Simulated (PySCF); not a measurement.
# How the method moves the HOMO and LUMO of `p12p3p1p23`

P4.
Z-matrix (Å and degrees, PBE0-D3(BJ)/def2-SVP geometry), rows numbered from 1:
```
P 
P   1  2.2010
P   1  2.2004  2   60.03
P   3  2.2005  1   60.03  2   -70.52
```

Basis pcSseg-2 throughout (PySCF), one geometry. Isolated species at its PBE0-D3(BJ)/def2-SVP geometry, gas phase.

Question: How do the orbital energies and the gap change with the method?

Answer: 
| method | kind | HOMO (eV) | LUMO (eV) | gap (eV) | SCF cycles |
| --- | --- | --- | --- | --- | --- |
| BLYP | GGA | -6.42 | -1.49 | 4.93 | 11 |
| B97-D | GGA | -6.56 | -1.59 | 4.97 | 12 |
| PBE | GGA | -6.66 | -1.68 | 4.99 | 11 |
| KT2 | GGA | -6.69 | -1.68 | 5.02 | 12 |
| KT3 | GGA | -6.70 | -1.68 | 5.02 | 12 |
| BP86 | GGA | -6.74 | -1.76 | 4.98 | 11 |
| OPBE | GGA | -6.77 | -1.71 | 5.05 | 12 |
| LDA | LDA | -6.79 | -1.82 | 4.97 | 11 |
| B3LYP | global hybrid | -7.38 | -1.01 | 6.37 | 11 |
| PBE0 | global hybrid | -7.67 | -0.87 | 6.79 | 11 |
| mPW1PW91 | global hybrid | -7.68 | -0.89 | 6.79 | 11 |
| HF | Hartree–Fock | -9.72 | 2.27 | 11.99 | 9 |

The HOMO spans 3.31 eV, from BLYP down to HF, and the gap runs from 4.93 eV (BLYP) to 11.99 eV (HF). Over the methods BLYP (0 %), B97-D (0 %), PBE (0 %), KT2 (0 %), KT3 (0 %), BP86 (0 %), OPBE (0 %), LDA (0 %), B3LYP (20 %), PBE0 (25 %), mPW1PW91 (25 %), HF (100 %), a straight line through the gap against the share of exact exchange rises by 0.70 eV for each 10 % (correlation coefficient 1.000). The dipole is below 0.03 D at every level.
